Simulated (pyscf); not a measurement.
This saddle point was located with ωB97X-D3(BJ)/def2-SVP in PySCF.

```
In
O 1 1.9934
H 2 0.9647 1 114.00
H 1 1.7670 2 154.44 3 127.56
N 4 1.7164 1 77.31 2 58.29
H 5 1.0234 4 95.29 1 115.28
H 5 1.0254 6 107.53 4 -144.75
```

Surface: singlet, charge 0. Lowest wavenumbers (cm⁻¹): 1306i, 134, 201, 279, 467.

What reaction is this the transition state of?

HO–In (SMILES [OH][In]) [singlet] + NH₃ (SMILES N) <-> H₂N–InH–OH (SMILES [NH2][InH][OH]), an insertion read from left to right: H–N broken and In–N, H–In formed. At CCSD(T)/def2-TZVPP + ΔMP2(QZVPP) it lies +60.8 kcal/mol from the left side and +46.6 kcal/mol from the right (each side as separated species at their lowest minima found). On the reactant side the descent ends in an adduct with a In–N contact, 14.2 kcal/mol under the separated species and 76.2 kcal/mol under the saddle at ωB97X-D3(BJ)/def2-TZVP. What is counted as formed (In–N) is already present as a longer contact in the reactant adduct; forming that adduct is a step of its own. One saddle was located; it need not be the lowest between these sides. The CCSD(T) − MP2 part came from Ansatz, without density fitting, on the same reference. The frozen core leaves the outer d or s,p core shells of the metals and heavy elements correlated in the MP2 and CC values, and def2-TZVPP describes them poorly, which can shift differences by a few kcal/mol. Elements past Kr carry the def2 core potentials, without spin-orbit coupling.
